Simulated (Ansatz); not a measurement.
Ba$_{2}$IrO$_{4}$: experiment and calculation

**What was measured.**

From “Correlated vs. conventional insulating behavior in the Jeff=1/2 vs. 3/2 bands in the layered iridate Ba2IrO4”, 2014, arxiv:1408.6314, for a powder of Ba2IrO4: lattice constant a 4.03 Å; lattice constant c 13.333 Å.

The results are compared with them further down.

Computed with DFT PBEsol, scalar-relativistic, plane waves, PAW (Ansatz 0.2.0).

Cutoff 420 eV; k points 12×12×12 on the computed 7-atom cell (Γ-centred); Gaussian smearing, width 0.10 eV; no spin polarisation.

Relaxed structure, symmetry kept:

```cif
data_structure
_symmetry_space_group_name_H-M 'I4/mmm'
_symmetry_Int_Tables_number 139
_cell_length_a 3.9838
_cell_length_b 3.9838
_cell_length_c 13.1898
_cell_angle_alpha 90.000
_cell_angle_beta 90.000
_cell_angle_gamma 90.000
_cell_volume 209.33
loop_
_atom_site_label
_atom_site_type_symbol
_atom_site_symmetry_multiplicity
_atom_site_Wyckoff_symbol
_atom_site_fract_x
_atom_site_fract_y
_atom_site_fract_z
_atom_site_occupancy
Ba1 Ba 4 e 0.00000 0.00000 0.35467 1
Ir1 Ir 2 a 0.00000 0.00000 0.00000 1
O1 O 4 c 0.00000 0.50000 0.00000 1
O2 O 4 e 0.00000 0.00000 0.15529 1
```

* Space group: I4/mmm (No. 139)
* Volume per atom: 100.9 bohr³
* Formation energy from the elements' standard states (uncorrected): -1.999 eV/atom
* Kohn–Sham band gap: none (metal)
* Density of states at the Fermi level: 3.50 states/eV per cell
* Löwdin character within 0.5 eV of the Fermi level: Ir 5d 54 %, O 2p 39 %
* Bader charges (e): Ba (2 in the cell) 1.49, Ir (1 in the cell) 1.62, O (2 in the cell) -1.08, O (2 in the cell) -1.21

Spin-orbit coupling is left out, which matters for the bands of heavy elements. Spin polarisation was left out, and a magnetic state may lie lower.

A ferromagnetic start lost its moments in a first run, so spin was left out; other magnetic orders weren't tried.

Measured lattice constant a of Ba2IrO4: 4.03 Å (powder; quoted in the paper above). This calculation gives 3.984 Å (-1.1 %). The measured value has few digits, which limits the comparison. Against the measured lattice constant c of Ba2IrO4, 13.333 Å (powder; quoted in the paper above), the calculated 13.190 Å is off by -1.1 %. The calculation is for 0 K without zero-point motion. The calculated magnetic order may not be the real one, and cell, gap and energy hang on it, so these differences aren't the functional's alone.

Cost: 1 run of about 4.4 core-minutes, on AMD EPYC 7R43 (Zen 3) (shared hosts).